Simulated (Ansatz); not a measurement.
bcc K, treated with HSE06 in Ansatz (PAW).

Settings: plane-wave cutoff 500 eV, 8×8×8 k mesh, Fermi–Dirac smearing 0.1 eV, scalar-relativistic PAW data made under PBE.

Computed at the level's own relaxed cell.

Q: Estimate the equilibrium volume per atom and equilibrium lattice constant a that the calculation returns.

A: 
- equilibrium volume per atom = 76.02 Å³/atom
- equilibrium lattice constant a = 5.337 Å

Measured, for comparison: equilibrium volume per atom 70.79 Å³/atom, lattice constant a 5.212 Å (low-temperature or extrapolated to 0 K; zero-point anharmonic expansion removed; as tabulated in Csonka et al. (2009), arXiv:0903.4037). Computed (rounded) less measured: equilibrium volume per atom +7.4 %, lattice constant a +2.4 %.

Note: exact exchange on metals is sensitive to the k mesh and can open a false gap; the run warned that the count of filled bands differs between k points.

The computed numbers hold no vibrational or temperature effects.

Cost on a shared machine: around 11 core-minutes (rough).

Ansatz is a first-principles code.
